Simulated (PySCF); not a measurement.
Geometries of 3 isomers of C3H3NO2, from PBE0-D3(BJ)/def2-SVP geometry optimisation, gas phase (PySCF). One conformer each, no zero-point energy, no frequencies.

**Question.** Which is lowest in electronic energy at this level?
A.
```xyz
9
angstrom
N     -1.798    1.753   -0.944
C     -1.298    0.803   -0.514
C     -0.700   -0.407    0.027
C      0.792   -0.361    0.308
O      1.367   -1.253    0.865
O      1.372    0.748   -0.137
H     -0.871   -1.245   -0.668
H     -1.200   -0.686    0.968
H      2.316    0.686    0.078
```
B.
```xyz
9
angstrom
N     -2.287    1.547    0.678
C     -1.680    0.706    0.169
C     -0.920   -0.363   -0.479
O      0.194    0.164   -1.179
C      1.399   -0.017   -0.611
O      1.604   -0.596    0.411
H     -1.562   -0.873   -1.211
H     -0.585   -1.085    0.283
H      2.167    0.454   -1.256
```
C.
```xyz
9
angstrom
O      1.023    1.414   -0.297
C      1.492    0.385    0.098
O      0.836   -0.766    0.261
C     -0.543   -0.815   -0.014
C     -1.367    0.351   -0.041
N     -1.462   -0.310    1.029
H      2.553    0.241    0.387
H     -0.771   -1.759   -0.520
H     -1.748    1.264   -0.499
```

**Answer.** A. That is cyanoacetic acid (`N#CCC(=O)O`), 17.7 kcal/mol below the next.

```json
{"SMILES": "N#CCC(=O)O", "atoms numbered as above": "[N:1]#[C:2][CH2:3][C:4](=[O:5])[OH:6]", "E (Eh)": "-320.72813", "relative (kcal/mol)": "0.0", "relative (kJ/mol)": "0.0", "dipole (D)": "2.27"}
{"SMILES": "N#CCOC=O", "atoms numbered as above": "[N:1]#[C:2][CH2:3][O:4][CH:5]=[O:6]", "E (Eh)": "-320.69994", "relative (kcal/mol)": "17.7", "relative (kJ/mol)": "74.0", "dipole (D)": "3.29"}
{"SMILES": "O=CO[C@@H]1C=N1", "atoms numbered as above": "[O:1]=[CH:2][O:3][C@@H:4]1[CH:5]=[N:6]1", "E (Eh)": "-320.65358", "relative (kcal/mol)": "46.8", "relative (kJ/mol)": "195.7", "dipole (D)": "1.59"}
```

As drawn, the lowest has a C≡N group and an O–H bond, which the highest lacks; the highest has a three-membered ring and a C=N bond, which the lowest lacks.
